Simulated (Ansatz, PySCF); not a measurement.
Molecule: C3H7O, net charge 0, doublet state. It need not be the lowest isomer of its formula. 
Coordinates optimised at B3LYP-D3(BJ)/def2-TZVP (Ansatz, a program for electronic structure):
```xyz
11

O      0.1665    -0.7093     0.1652
C     -0.0138     0.6792    -0.1182
C      1.4396    -1.1572     0.0994
C     -1.4905     0.9946    -0.0588
H      0.5477     1.2666     0.6160
H      0.3972     0.8950    -1.1115
H      2.1572    -0.5996    -0.4916
H      1.5421    -2.2189     0.2624
H     -2.0409     0.4061    -0.7938
H     -1.8914     0.7728     0.9309
H     -1.6552     2.0527    -0.2691
```
Charge 0, spin multiplicity 2.

Dipole moments at this geometry, in debye (magnitudes).

```tsv
level	program	dipole (D)
HF/def2-TZVPD	PySCF	1.39
SVWN5/def2-TZVPD	Ansatz	1.46
PBE/def2-TZVPD	Ansatz	1.39
revPBE/def2-TZVPD	Ansatz	1.37
r2SCAN/def2-TZVPD	Ansatz	1.35
B97M-V/def2-TZVPD	Ansatz	1.34
B3LYP/def2-TZVPD	Ansatz	1.40
PBE0/def2-TZVPD	Ansatz	1.38
BHLYP/def2-TZVPD	Ansatz	1.41
TPSSh/def2-TZVPD	PySCF	1.38
LC-wPBE/def2-TZVPD	Ansatz	1.43
wB97M-V/def2-TZVPD	Ansatz	1.42
wB97X-V/def2-TZVPD	Ansatz	1.43
```
